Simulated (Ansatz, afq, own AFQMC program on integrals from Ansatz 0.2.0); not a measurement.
Two steps: Ansatz 0.2.0 writes the Fock matrix and Cholesky factors of the valence space, and afq projects on them the lowest state that overlaps trial and start.

```yaml
crystal:
  periodic: [false, false, false]
  atoms:
    - {symbol: In, position_ang: [0.000000, -0.019003, -0.002275]}
    - {symbol: H, position_ang: [0.000000, 2.332836, -0.071263]}
    - {symbol: H, position_ang: [0.000000, -0.119568, -1.335487]}
    - {symbol: H, position_ang: [0.000000, -0.048549, 1.665847]}
basis:
  gaussian: {orbitals: def2-SVP}
total_charge: 1
magnetization: {spin_polarized: true, initial_magnetization: 1}
correlation: {method: ccsd_t, electrons: outside_noble_gas, hamiltonian_folder: ham}
```

```sh
$ ansatz run in.yaml --threads 1 --pin off --events-out ev --progress --plain --max-ram 24576MiB --backend cuda --devices 0, --max-vram 18GiB
```

Options of the walk:

```
--method phaseless --trial hf --walkers 20 --populations 1 --least-time 40 --time-step 0.04 --steps-per-block 10 --equilibration-blocks 25 --max-blocks 100 --target-error 0.00054 --factor-cut 1e-05 --start determinant --seed 1139 --taylor-order 6
```

Times are imaginary, in 1/Eh. The walk had a cap of 60 s. Filled inner d shells are frozen with the cores. Core potentials past Kr, no spin–orbit coupling.

afq prints:

```
orbitals 32  electrons 3 2  factors 257 of 492
reference energy -190.53612879 Eh
CCSD correlation -0.06117076 Eh in 11 cycles, weight of the determinant in the CISD state 0.9586
energy of the start -190.536129 Eh
 block  time / (1/Eh)  mean weight  energy / Eh
     1     0.400  0.9896  -190.568541
     2     0.800  0.9972  -190.572578
     3     1.200  1.0115  -190.584391
     4     1.600  1.0246  -190.583070
     5     2.000  1.0235  -190.589448
     8     3.200  1.0025  -190.580878
    13     5.200  0.9976  -190.581947
    22     8.800  1.0076  -190.609675
    31    12.400  0.9934  -190.587704
    40    16.000  0.9890  -190.605376
    49    19.600  1.0131  -190.586986
    58    23.200  1.0030  -190.607908
    67    26.800  1.0037  -190.606580
    76    30.400  1.0164  -190.637472
    85    34.000  1.0047  -190.581883
    94    37.600  1.0023  -190.597849
   103    41.200  0.9958  -190.599698
   112    44.800  1.0023  -190.580282
   121    48.400  1.0231  -190.585672
   124    49.600  1.0147  -190.583322
blocks merged  error / Eh  count
     1  0.001179  100
     2  0.001471  50
     4  0.001810  25
     8  0.001923  12
energy -190.598470 +/- 0.001810 Eh
(rows thinned)
```

The run failed at least one of its tests; the cautions name the faults. The second half of the sampling lies above the first by 2.9 errors of their difference, so the energy may still be moving and its error bar be too small.

Against this walk (error 49.3 meV) on the same determinant: CCSD(T) 16.6 meV higher (within the noise), CCSDT(Q) 10.2 meV higher (within the noise), CCSDTQ 10.1 meV higher (within the noise), full CI 10.1 meV higher (within the noise), a separate phaseless walk with a CISD trial and standard settings 10.5 ± 49.3 meV higher (within the noise). The error is statistical and leaves out the bias of the constraint.

Cautions: constraint bias not in the error; error above the target (49.3 against 14.7 meV); no spin-orbit coupling; inner d shell frozen; so few walkers bias the energy; the time-step error isn't removed.

The walk took 9.2 s on 1 × NVIDIA H100 80GB HBM3 with 2 threads of AMD EPYC 7R13 Processor (Zen 3) (shared host) (the card was shared). The log's last line is the phaseless energy.

CCSDT and higher add their correlation energy to the determinant of the CCSD(T) run, since their own runs factorise the integrals more tightly (a shift of under 2 meV). A walk keeps the symmetry of its determinant, which the program's search chose and which needn't be the lowest solution, so a lower state of the same spin and another symmetry isn't excluded.
